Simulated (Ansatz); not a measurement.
We consider fluorite CeO₂, described by r²SCAN in Ansatz (plane waves, PAW).

Settings: plane-wave cutoff 500 eV, 12×12×1 k mesh (along the axes of the cell as run), gaussian smearing 0.02 eV, scalar-relativistic PAW data made under PBE.

Q: What does this level give for the surface energy of the (111) face and ionisation potential of the slab?

A: 
surface energy of the (111) face: 0.86 J/m²
ionisation potential of the slab: 6.58 eV

The slab of 18 atoms is relaxed and unreconstructed.

Spin–orbit coupling is not included.

The computed numbers hold no vibrational or temperature effects.

Ansatz is a program for electronic structure.
